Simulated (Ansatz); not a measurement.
A calculation on 2H WS2 returned lattice constant a 3.181 Å, lattice parameter c 13.071 Å, equilibrium volume per atom 19.09 Å³/atom.

For reference: lattice constant a 3.153 Å (measured, 300 K, not corrected to a static lattice; as tabulated in arXiv:1605.07067); lattice parameter c 12.323 Å (measured, 300 K, no zero-point or thermal correction; as tabulated in arXiv:1605.07067).

**Question.** Which level of theory produced these numbers?
(A) r²SCAN+SOC (Ansatz, a quantum-chemistry and plane-wave program)
(B) PBE (Ansatz)
(C) PBE0-D4 (Ansatz)
(D) PBE+SOC (Ansatz)

**Answer.** A, r²SCAN+SOC (Ansatz)

The others give: PBE 3.188 Å, 14.888 Å, 21.93 Å³/atom; PBE0-D4 3.129 Å, 12.155 Å, 17.18 Å³/atom; PBE+SOC 3.187 Å, 14.883 Å, 21.83 Å³/atom.

Unless a cell is named, each level is at its own relaxed cell (PBE 21.84, PBE+SOC 21.82, PBE0-D4 17.18, r²SCAN+SOC 19.09 Å³/atom).

The crystal itself was run without spin with PBE; a magnetic state was not tried in these runs.

Caveats: for a layered or molecular solid the relaxed cell lies over 5 % above the published volume, where the minimum can be shallow (PBE, PBE+SOC, r²SCAN+SOC); the cell comes from a level without a dispersion term, which matters for the spacing of layers, chains or molecules (PBE, PBE+SOC, r²SCAN+SOC). Ansatz's density-functional and Hartree–Fock values are scalar-relativistic unless marked +SOC, with PAW data made under PBE.
